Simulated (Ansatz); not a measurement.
BH2, doublet: reading a ladder of total energies

Geometry: a point of a bend scan, not a stationary point.

```xyz
3

B     0.0000   -0.0420    0.0000
H     0.0000    0.2250   -1.1610
H     0.0000    0.2250    1.1610
```

Basis aug-cc-pVDZ; Ansatz 0.2.0. Correlated methods freeze the noble-gas cores, which leaves 5 electrons in 40 orbitals. R marks a restricted (for open shells ROHF) determinant, U an unrestricted one.

Full CI is exact within this basis and frozen core; it isn't the basis-set limit. The frozen core follows each run's orbitals, which can shift R against U totals by a few meV.

Runs differ by some tens of microhartree through their thresholds and, for an open shell, their frozen cores, so steps under 0.1 kcal/mol mean nothing.

```tsv
level	total energy (hartree)
UHF	-25.745747
UMP2	-25.815434
UCCSD	-25.835923
UCCSD(T)	-25.837341
UCCSDT	-25.837769
UCCSDT(Q)	-25.837796
full CI	-25.837790
```

Problem. What is the correlation energy at full CI, and what share of it do UMP2 and UCCSD recover?

Solution. E(corr) = -25.837790 − (-25.745747) = -0.092043 hartree = -2.505 eV. UMP2: -0.069687 / -0.092043 = 75.71 %. UCCSD: -0.090176 / -0.092043 = 97.97 %.

Problem. By how many kcal/mol does UCCSD(T) miss full CI (1 hartree = 627.509 kcal/mol), and which steps make up the rest?

Solution. -25.837341 − (-25.837790) = 0.000449 hartree = 0.28 kcal/mol. Steps: UCCSDT − UCCSD(T) = -0.27, UCCSDT(Q) − UCCSDT = -0.02, full CI − UCCSDT(Q) = 0.00 kcal/mol. That is within 1 kcal/mol of the reference in this basis, which itself misses far more of the correlation at the basis-set limit.
